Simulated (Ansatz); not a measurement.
C4H5N (pyrrole): entropy by statistical mechanics

A singlet with charge 0, relaxed at PBE/def2-SVP (Ansatz 0.2.0):

```xyz
10

C     0.3907    0.5991   -0.9687
C     0.7595   -0.7310   -0.5989
C     0.0902   -1.0335    0.5823
N    -0.6623    0.0668    0.9280
C    -0.4926    1.0682   -0.0021
H     0.7329    1.1573   -1.8477
H     1.4418   -1.3991   -1.1370
H     0.0905   -1.9388    1.1991
H    -1.2578    0.1307    1.7518
H    -1.0097    2.0290    0.0959
```

Harmonic wavenumbers in cm⁻¹: 507, 614, 632, 662, 703, 806, 839, 860, 865, 1005, 1029, 1063, 1127, 1160, 1257, 1408, 1441, 1472, 1538, 3174, 3185, 3198, 3204, 3586.

Masses in u: C 12.011, N 14.007, H 1.008. Take T = 298.15 K, p = 1 bar, R = 8.3145 J/(mol K), kT/hc = 207.22 cm⁻¹, rigid rotor and harmonic oscillator.

Problem. Work out S° at 298 K.

Solution. 
1. Translation (Sackur–Tetrode): S = R[3/2 ln M + 5/2 ln T − 1.1517] with M = 67.091 gives 161.3 J/(mol K).
2. Rotation: principal moments 55.841, 56.937, 112.778 u Å² give A, B, C = 0.3019, 0.2961, 0.1495 cm⁻¹; the symmetry number is σ = 2; q = (√π/σ)√((kT/hc)³/ABC) = 22868; S = R(ln q + 3/2) = 95.9.
3. Vibration: with u = ν̃/207.22, each mode gives R[u/(eᵘ − 1) − ln(1 − e⁻ᵘ)]; the sum is 13.7, most from 507 cm⁻¹ (2.7), 614 cm⁻¹ (1.8), 632 cm⁻¹ (1.7).
4. Electronic: R ln 1 = 0.0, from the spin multiplicity alone.
5. Sum: 161.3 + 95.9 + 13.7 + 0.0 = 270.9 J/(mol K).

No measured value is set beside it here.
